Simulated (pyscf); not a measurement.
Optimised with ωB97X-D3(BJ)/def2-SVP in PySCF.

**Question.** PBE/def2-TZVP puts the barrier of `[NH2][SiH]([Cl])[Cl]` + `[H]` [doublet] -> `[NH2][Si]([Cl])[Cl]` [doublet] + `[H][H]` (hydrogen abstraction; doublet surface; H–Si broken, H–H formed) at 0.00 eV and the reaction energy at -0.67 eV, from the separated reactants. What do r²SCAN/def2-TZVP, M06-2X/def2-TZVP, ωB97M-D3(BJ)/def2-TZVP give on the same structures?

**Answer.** r²SCAN: ΔE‡ = -0.03 eV, ΔE = -0.69 eV; M06-2X: ΔE‡ = 0.26 eV, ΔE = -0.60 eV; ωB97M-D3(BJ): ΔE‡ = 0.22 eV, ΔE = -0.47 eV. PBE's barrier lies among them. Its reaction energy lies among theirs. At r²SCAN this geometry lies under the reactants; that is no barrier but a single point on another level's saddle; such a level's own saddle, if it has one, lies nearer that side and is low. This is the saddle that the search found; another between the same sides may lie lower. The angle at the transferred H is 178°.
